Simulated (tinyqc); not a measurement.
Worked calculation: Pariser-Parr-Pople SCF with singles CI, for the molecule Fc1ccns1 (SMILES; centres numbered as the heavy atoms are written). One step of it, computed by the program tinyqc.

Problem. Iteration 2: orbitals and new P. Diagonalise F (the basis is taken as orthonormal) and form P = 2 sum c c over the lowest orbitals.

F (eV), order 1F, 2C, 3C, 4C, 5N, 6S:
```
[[-18.086553, -3.123390, 0.486700, -0.022315, -0.176182, 0.459010],
 [-3.123390, -6.798618, -4.947968, 0.209529, 0.870081, -4.384474],
 [0.486700, -4.947968, -5.383645, -4.778151, 0.453891, 0.698235],
 [-0.022315, 0.209529, -4.778151, -4.413288, -5.177206, 0.964779],
 [-0.176182, 0.870081, 0.453891, -5.177206, -9.047134, -4.007017],
 [0.459010, -4.384474, 0.698235, 0.964779, -4.007017, -8.305978]]
```

pi electrons, sum of z_r less the charge = 8

Give: orbital energies; P after iteration 2.

Solution.

orbital energies (eV): [-19.0130, -14.8617, -11.0357, -10.2798, 0.5887, 2.5663]

P after iteration 2, order 1F, 2C, 3C, 4C, 5N, 6S:
```
[[1.9642, 0.1761, -0.1328, 0.0030, 0.0699, -0.1293],
 [0.1761, 1.1316, 0.6773, -0.0542, -0.3191, 0.6230],
 [-0.1328, 0.6773, 1.1300, 0.6447, -0.1447, -0.2649],
 [0.0030, -0.0542, 0.6447, 0.9347, 0.6739, -0.3508],
 [0.0699, -0.3191, -0.1447, 0.6739, 1.4295, 0.4835],
 [-0.1293, 0.6230, -0.2649, -0.3508, 0.4835, 1.4100]]
```
